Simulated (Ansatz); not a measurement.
The same path of AlH$_{5}$S (7 atoms, charge 0, multiplicity 1) was run twice with different band settings. Lost on the way: Al1–H2, S5–H7. Made: H2–H7.

All numbers below come from RKS PBE-D4/def2-SVP in Ansatz 0.2.0.

Relaxed end points:

```xyz
7
Properties=species:S:1:pos:R:3
Al -0.039 0.077 -0.008
H -0.561 0.563 1.436
H 1.523 0.239 -0.356
H -1.104 -0.051 -1.207
S 0.089 -2.464 0.470
H -1.132 -2.609 1.060
H 0.724 -2.400 1.675
```

```xyz
7
Properties=species:S:1:pos:R:3
Al 0.113 -0.690 -0.256
H 0.046 0.328 1.913
H 1.515 0.041 -0.457
H -1.309 -0.013 -0.513
S 0.207 -2.859 0.168
H -1.147 -3.016 0.169
H 0.075 -0.434 2.046
```

Common settings: spring 5.0 eV/Å²; optimiser quadratic models (default); start path through a guess of the saddle point; force threshold 0.05 eV/Å; iteration limit 60; end points relaxed.

| run | movable images | climbing image |
| --- | --- | --- |
| 1 | 7 | yes |
| 2 | 1 | no |

(1) What does each run give, and how far can it be trusted?

Results:

(1) Run 1: converged after 13 iterations, highest image 0.327 eV above the first end. A vibrational analysis at the climbing image gives one clearly imaginary mode, 758i cm⁻¹: a first-order saddle point.
Run 2: converged after 24 iterations, highest image 0.206 eV above the first end. No image climbed, so the highest image needn't sit at the top of the path. So few images can step over the top or miss a turn of the path.
The orbitals stay closed-shell, which can raise the energy where a bond breaks towards radicals; this wasn't checked here.
